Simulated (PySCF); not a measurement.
Ligands exchanged one at a time, C Cl-H. Isolated molecules, 0 K electronic values unless said otherwise. Strings in code marks are SMILES.

The HOMO from two functionals at the same geometries (PBE0-D4/def2-TZVP), both in PySCF: PBE-D3(BJ)/def2-TZVP and B3LYP-D3(BJ)/def2-TZVP. B3LYP has the VWN-RPA correlation part, as in Gaussian. 

```csv
species,PBE-D3(BJ)/def2-TZVP (eV)
1 of 4 Cl replaced by H (`ClC(Cl)Cl`),-7.41
2 of 4 Cl replaced by H (`ClCCl`),-7.24
3 of 4 Cl replaced by H (`CCl`),-6.98
4 of 4 Cl replaced by H,-9.44
```

What does B3LYP-D3(BJ)/def2-TZVP give for each?


- 1 of 4 Cl replaced by H (`ClC(Cl)Cl`): -8.56
- 2 of 4 Cl replaced by H (`ClCCl`): -8.42
- 3 of 4 Cl replaced by H (`CCl`): -8.15
- 4 of 4 Cl replaced by H: -10.76
Over these rows, drawn at random from the members with no instability flagged (it was tested for open shells, ions and some series alone), PBE minus B3LYP-D3(BJ): mean +1.21 eV, from +1.15 eV to +1.32 eV.
